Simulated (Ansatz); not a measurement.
Two isomers of C2H4S2: A = `CC1SS1`, B = `CSC=S`.

Isolated molecules relaxed with PBE0-D4/def2-TZVP in Ansatz; ΔE leaves out vibrations. CCSD(T)/CBS is the MP2 limit (def2-TZVPP, def2-QZVPP) plus CCSD(T) − MP2 in def2-TZVPP, frozen cores. DFT in def2-TZVPP. B3LYP here is the variant with VWN-RPA as its local correlation; programs differ in this. Each species was taken in one conformer, which may not be the lowest.

Question: Which is lower in electronic energy at CCSD(T)/CBS, and by how much? (Estimate.)

Answer: Ansatz gave: A, by 4.1 kcal/mol.

Question: Give E(B) − E(A) in kcal/mol with LDA (SPW92), B3LYP-D4, B3LYP, r2SCAN-D4, CCSD/def2-TZVPP, BLYP-D4, PBE0-D4. (Best estimate.)

Answer: The calculation gave: LDA (SPW92) 4.1, B3LYP-D4 -0.3, B3LYP -0.9, r2SCAN-D4 0.9, CCSD/def2-TZVPP 3.7, BLYP-D4 -2.9, PBE0-D4 4.4. The order is the other way round with B3LYP-D4, B3LYP, BLYP-D4.

Question: Does the order hold for the free energy at 298.15 K (harmonic terms from PBE0-D4)? (Estimate.)

Answer: Ansatz gave: Yes: G(B) − G(A) = +1.9 kcal/mol, for one conformer each.

Largest T1 diagnostic: 0.016.

Leaving LDA and LC-ωPBE aside and taking each functional with its dispersion term where it has one, the values, not all of them listed here, spread over 8.8 kcal/mol, from BLYP-D4 to PBE-QIDH. LDA lies +2.8 kcal/mol from PBE without D4. From r2SCAN to r2SCAN0 (25 % exact exchange), in def2-TZVPP and without D4, E(B) − E(A) moves by +2.9 kcal/mol.
